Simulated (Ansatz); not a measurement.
A made-up structure of CH3BCl (charge +1), closed shell:

```csv
atom,x (Å),y (Å),z (Å)
B1,-0.5716,-0.4174,-0.4107
C2,0.4117,0.4437,0.3752
Cl3,1.9523,0.0263,0.6264
H4,-1.2289,-1.2192,0.1839
H5,3.1210,-0.6004,0.5253
H6,0.1103,1.4031,0.8130
```

It is relaxed with PBE-D4/def2-SVP and then PBE0-D4/def2-TZVP (Ansatz 0.2.0). Atoms count as bonded within 1.22 times the sum of their covalent radii (H–H: 0.88 Å). The end point is not checked to be a true minimum.

Q: Does its bonding change? (A judgement: the text doesn't fix the answer.)

A: By the calculation: No: no bond forms or breaks.

Where it ends: The first stage lowers the energy by 3.43 eV in 8 steps. It ends as CH₃BCl ([BH][CH][ClH]), total charge +1:
```
atom    x (Å)    y (Å)    z (Å)
  B1  -0.5153  -0.5213   0.1065
  C2   0.4812   0.4055   0.4432
 Cl3   1.9347  -0.2192   1.1520
  H4  -1.3482  -1.2983  -0.1724
  H5   2.8013  -0.2176   0.1657
  H6   0.4412   1.4870   0.4181
```

Labels in which every atom is bracketed show which atoms are joined, not bond orders.

For scale, one of the runs: PBE0-D4/def2-TZVP relaxation, 117 basis functions, launched by `ansatz run in.yaml --threads 2 --pin off --events-out ev --progress --plain --max-ram 4352MiB`. Hardware: 2 CPU threads of an Arm Neoverse V1, shared host. Wall time about 13 s.
